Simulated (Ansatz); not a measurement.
Changing the shape of C2H6, singlet

Calculated in Ansatz's Gaussian-basis code; CASPT2, MRCISD by development code. Basis aug-cc-pVDZ, nonrelativistic, 2 orbitals frozen in the corrections; active space CAS(2,2). Restricted Hartree–Fock, then the lowest state-specific CASSCF solution met for each case. On stretched bonds single-reference methods can fail or change state. Unlike active orbitals can shift such differences by tenths of an eV, at times by over 1 eV.

Case A:

```tsv
atom	x (Å)	y (Å)	z (Å)
C	0.0000	0.0000	0.7622
C	0.0000	0.0000	-0.7622
H	0.0000	1.0190	1.1572
H	-0.8824	-0.5095	1.1572
H	0.8824	-0.5095	1.1572
H	0.0000	-1.0190	-1.1572
H	-0.8824	0.5095	-1.1572
H	0.8824	0.5095	-1.1572
```

Case B:

```xyz
8

C     0.0000    0.0000    1.1433
C     0.0000    0.0000   -1.1433
H     0.0000    1.0190    1.5383
H    -0.8824   -0.5095    1.5383
H     0.8824   -0.5095    1.5383
H     0.0000   -1.0190   -1.5383
H    -0.8824    0.5095   -1.5383
H     0.8824    0.5095   -1.5383
```

Energy less that of case A, in eV:

```
case  RHF/ROHF  CASSCF  SC-NEVPT2  FIC-NEVPT2  CASPT2 (IPEA 0)  CASPT2 (IPEA 0.25)
   B    +3.156  +2.401     +2.668      +2.666           +2.649              +2.696
```

Question: Give the MRCISD+Q energies against case A.

Answer: B: +2.594 eV (59.8 kcal/mol).
